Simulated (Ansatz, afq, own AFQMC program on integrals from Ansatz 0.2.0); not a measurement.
Where AFQMC and coupled cluster stand for CH3B, triplet

| atom | x (Å) | y (Å) | z (Å) |
| --- | --- | --- | --- |
| B | 0.0000 | 0.0594 | 0.8282 |
| C | 0.0000 | -0.1104 | -0.8361 |
| H | 0.0000 | 1.1579 | 1.3158 |
| H | 0.0000 | -0.8997 | 1.5436 |
| H | 0.0000 | 0.4200 | -1.7795 |

Connectivity, by distances: BH2–CH.

Basis cc-pVDZ. Noble-gas cores (and the filled d shells of Ga–Kr and In–Xe) are frozen. AFQMC by an in-house program on the Cholesky factors that Ansatz 0.2.0 writes for its CCSD(T) run. The CISD trial takes its coefficients from CCSD amplitudes. Released means that phaseless walkers are propagated on without the constraint, phases kept. Free projection: walkers drawn from exp(T), propagated without any constraint. Its projection time is finite, and what remains of the start isn't in its error. Error bars are statistical, one sigma.

Determinant: UHF, the one that the program's search chose, which needn't be the lowest solution. The geometry is a point of a scan.

No full CI on the walks' own integrals is used here; CCSDT(Q) serves as the reference and is uncertain by about the last step of the cluster series.

Cautions: lower spins were not checked; the ph-AFQMC/HF walk drifts between its halves (2.5 errors).

- T1 diagnostic: 0.0188
- weight of the determinant in the CISD state: 0.902
- ⟨S²⟩ of the determinant: 2.019
- size of the correlated space: 10 electrons in 41 orbitals

| level | correlation energy (eV) |
| --- | --- |
| MP2 | -4.5563 |
| CCSD | -5.5466 |
| CCSD(T) | -5.6726 |

Problem. Estimate where AFQMC with the constraint released lies against CCSD(T) on the same integrals.

Solution. 0.97 ± 0.28 kcal/mol below CCSD(T).

Reference: CCSDT(Q), correlation energy -5.705 eV. The released energy is read at 2.40 1/Eh (meV from the phaseless value at times in 1/Eh: -18 ± 8 at 0.24, -24 ± 9 at 0.51, -14 ± 12 at 0.99, -34 ± 10 at 1.62, -33 ± 12 at 2.40).

```json
{"level": "CCSD(T)", "E − E(reference) (kcal/mol)": "0.75", "share of correlation (%)": "99.43"}
{"level": "CCSDT", "E − E(reference) (kcal/mol)": "0.13", "share of correlation (%)": "99.90"}
{"level": "ph-AFQMC/HF", "E − E(reference) (kcal/mol)": "-2.31 ± 0.71", "share of correlation (%)": "101.75"}
{"level": "ph-AFQMC/CISD", "E − E(reference) (kcal/mol)": "0.56 ± 0.20", "share of correlation (%)": "99.57"}
{"level": "released AFQMC", "E − E(reference) (kcal/mol)": "-0.21 ± 0.28", "share of correlation (%)": "100.16"}
{"level": "free AFQMC", "E − E(reference) (kcal/mol)": "0.24 ± 0.22", "share of correlation (%)": "99.81"}
```

Free projections are given only where their last times agree within the noise and don't stop above the reference; a slow remainder of the start can still hide under it. A walk keeps the symmetry of its determinant, which the program's search chose and which needn't be the lowest solution, so a lower state of the same spin and another symmetry isn't excluded. Released energies are given only where the last usable release times agree within the noise; a slower fall can still hide under it.
